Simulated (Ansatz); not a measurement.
```yaml
crystal:
  periodic: [false, false, false]
  atoms:
    - {symbol: Ga, position_ang: [0.000000, 0.000000, 0.000000]}
    - {symbol: H, position_ang: [0.000000, 0.000000, 1.562968]}
    - {symbol: H, position_ang: [0.000000, 0.000000, -1.562968]}
basis:
  gaussian: {orbitals: def2-TZVP}
total_charge: 1
hamiltonian: {xc: pbe0}
relax: {f_tol: 0.004, max_steps: 80}
```

```sh
$ ansatz run in.yaml --threads 1 --pin off --events-out ev --progress --plain --max-ram 2176MiB
```

Steps of the relaxation (energy above the last step; positions in Å, forces in eV/Å):

```
3
step 1, 19.2 meV
Ga    0.000    0.000    0.000    0.000    0.000    0.000
H     0.000    0.000    1.563    0.000    0.000   -0.532
H     0.000    0.000   -1.563    0.000    0.000    0.532
```

```
3
step 2, 0.4 meV
Ga    0.000    0.000    0.000    0.000    0.000    0.000
H     0.000    0.000    1.533    0.000    0.000   -0.081
H     0.000    0.000   -1.533    0.000    0.000    0.081
```

```
3
step 3, 0.0 meV
Ga    0.000    0.000    0.000    0.000    0.000    0.000
H     0.000    0.000    1.528    0.000    0.000    0.001
H     0.000    0.000   -1.528    0.000    0.000   -0.001
```

Close pairs at the end: Ga1–H3 1.528 Å, Ga1–H2 1.528 Å.

A stationary point of restricted PBE0 after 3 steps (its stability towards spin polarisation wasn't tested); no frequencies were run, so it isn't proven a minimum. 1.6 s on 1 thread of Intel Xeon 6975P-C, shared host.
